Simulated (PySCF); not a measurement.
Level of theory: r2SCAN-D4/def2-TZVP in PySCF 2.14.0. Isolated molecules, 0 K electronic values unless said otherwise. 

Reference species (SMILES): `[SH]` (neutral, multiplicity 2).

```yaml
dipole_moment: 0.91 D
highest_occupied_spin_orbital: -6.40 eV
```

Changed species: `F[Si](F)C` (radical fragment; the reference has radical fragment).

Give the shifts of the dipole moment and highest occupied spin orbital.

the dipole moment increases by 1.19 D, to 2.10 D; the highest occupied spin orbital increases by 0.78 eV, to -5.62 eV.
